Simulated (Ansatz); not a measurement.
System: sulfur dioxide, SO2, net charge 0, singlet state. SMILES: O=S=O
Geometry from a B3LYP-D3(BJ)/def2-TZVP (Ansatz, an electronic-structure program) optimisation:
```xyz
3

S     -0.0171     0.0041     0.3653
O      0.0256     1.2345    -0.3789
O      0.0086    -1.2427    -0.3517
```
Charge 0, spin multiplicity 1.

Wanted: vertical electron affinity (to the doublet state of charge -1; a negative value means that the extra electron is unbound and the number depends on the basis; each state is the SCF solution reached for its spin; for the singlet the Hartree-Fock reference is unstable and T1 is 0.021), in eV. Correlated levels leave the core frozen unless marked. Open shells are spin-unrestricted. Spin-orbit coupling is left out. Non-relativistic. Anions need diffuse functions: aug- sets have them; def2-D sets add few. CBS(X,Y): correlation extrapolated as X^-3; Hartree-Fock from the larger set. The bracket is a focal-point correction in the basis named.

RI-MP2/CBS(aug-cc-pV(T+d)Z,aug-cc-pV(Q+d)Z)+[CCSD(T)-MP2]/aug-cc-pV(T+d)Z (Ansatz) gives 0.84 eV.

**Question.** Another calculation gave 1.14 eV. Which level was it?
(A) wB97M-V/def2-TZVPD (Ansatz)
(B) CAM-B3LYP/def2-TZVPD (Ansatz)
(C) wB97X/def2-TZVPD (Ansatz)

**Answer.** B, CAM-B3LYP/def2-TZVPD (Ansatz). The others give 1.03 (wB97X), 0.88 (wB97M-V) eV.
